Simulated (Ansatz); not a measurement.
Abstraction of Cl: CCl3F + MgH → CCl2F + MgHCl

Species: CCl3F `FC(Cl)(Cl)Cl`, singlet; MgH, doublet; CCl2F (dichlorofluoromethyl radical) `F[C](Cl)Cl`, doublet; MgHCl `[MgH][Cl]`, singlet. A radical takes Cl: the energy is the difference in strength between the C–Cl bond broken and the Mg–Cl bond made.

Shapes, held fixed at every level: PBE0-D4/def2-TZVP. Programs: Ansatz 0.2.0. The zero-point and thermal change to 298 K, harmonic and unscaled (PBE0-D4/def2-TZVP), is +1.1 kJ/mol.

```tsv
level	kind	ΔH(298 K) (kJ/mol)	less CCSD(T)/def2-TZVPP	CPU time (sum over the molecules)
MP2/def2-SVP	perturbation theory	-153.8	+6.0	–
HF/def2-SVP	Hartree–Fock	-211.9	-52.1	–
SPW92/def2-TZVPP	LDA	-124.9	+34.9	7 s
PBE-D4/def2-TZVPP	GGA	-147.3	+12.5	12 s
B3LYP-D4/def2-TZVPP	global hybrid	-166.8	-7.0	21 s
wB97X-V/def2-TZVPP	range-separated hybrid	-169.4	-9.6	36 s
B2PLYP/def2-TZVPP	double hybrid	-171.3	-11.5	23 s
CCSD(T)/def2-TZVPP	coupled cluster or CI	-159.8	0.0	2 min
```

The highest level, CCSD(T)/def2-TZVPP, gives ΔH(298 K) = -159.8 kJ/mol; the levels span -211.9 to -124.9. The column of differences is taken from that level and isn't an error. No measured value is set beside it here. Open shells run unrestricted. Outer-core shells of Mg are correlated in most correlated rows, in sets that cover them unevenly. Times are processor times on shared x86 and Arm servers, and rough.
